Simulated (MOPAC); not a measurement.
MOPAC input (PM6):

```
PM6 1SCF CHARGE=1 GEO-OK AUX(PRECISION=9) THREADS=1
H3S

S     0.10491123 1   -0.00079548 1    0.04460729 1
H    -0.32425306 1    0.99411402 1   -0.77358955 1
H    -0.34497428 1   -0.99733403 1   -0.76036906 1
H    -1.00935239 1    0.01594770 1    0.82024201 1
```

Problem. What heat of formation does the run end on, and which ionisation energy by Koopmans theorem?

Solution. 176.63 kcal/mol; 16.87 eV.
